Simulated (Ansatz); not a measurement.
C$_{7}$H$_{16}$ (`CCC(CC)CC`), relaxed with RKS PBE0-D4/def2-TZVP in Ansatz from a GFN2-xTB geometry. The force threshold is 0.005 eV/Å; the program also tests the step.

Charge 0, multiplicity 1.

Start:

```xyz
23

C    -0.498   -0.179    2.002
C     0.102   -0.935    0.823
C     0.187   -0.140   -0.489
C     1.087    1.098   -0.379
C     2.528    0.786    0.011
C    -1.188    0.288   -1.020
C    -2.136   -0.875   -1.294
H    -1.519    0.131    1.793
H     0.088    0.703    2.243
H    -0.515   -0.822    2.880
H     1.107   -1.268    1.091
H    -0.489   -1.835    0.642
H     0.636   -0.810   -1.234
H     1.092    1.597   -1.352
H     0.659    1.800    0.339
H     3.138    1.684   -0.066
H     2.947    0.031   -0.651
H     2.592    0.424    1.033
H    -1.654    0.979   -0.316
H    -1.033    0.834   -1.954
H    -2.441   -1.363   -0.372
H    -3.032   -0.515   -1.795
H    -1.660   -1.614   -1.936
```

Question: By how much does the energy fall, and how many steps does the optimiser take? (Estimate.)

Answer: Computed: 0.02 eV, in 4 steps.

Question: Which bonds change most? (Best estimate.)

Answer: Ansatz gave: C3–C6 from 1.535 to 1.528 Å; C3–C4 from 1.535 to 1.528 Å; C1–H8 from 1.087 to 1.093 Å; C1–H9 from 1.087 to 1.093 Å.

Question: Give the relaxed structure. (Best estimate.)

Answer: Ansatz gave: 
```xyz
23

C    -0.491   -0.189    1.988
C     0.107   -0.936    0.806
C     0.188   -0.135   -0.497
C     1.093    1.091   -0.391
C     2.522    0.795    0.032
C    -1.183    0.280   -1.029
C    -2.147   -0.868   -1.276
H    -1.517    0.131    1.790
H     0.088    0.703    2.241
H    -0.513   -0.824    2.876
H     1.112   -1.281    1.069
H    -0.472   -1.846    0.625
H     0.636   -0.805   -1.245
H     1.104    1.587   -1.368
H     0.647    1.815    0.301
H     3.140    1.695   -0.017
H     2.979    0.044   -0.620
H     2.577    0.419    1.056
H    -1.638    1.002   -0.341
H    -1.029    0.826   -1.967
H    -2.437   -1.366   -0.348
H    -3.064   -0.515   -1.755
H    -1.702   -1.623   -1.930
```
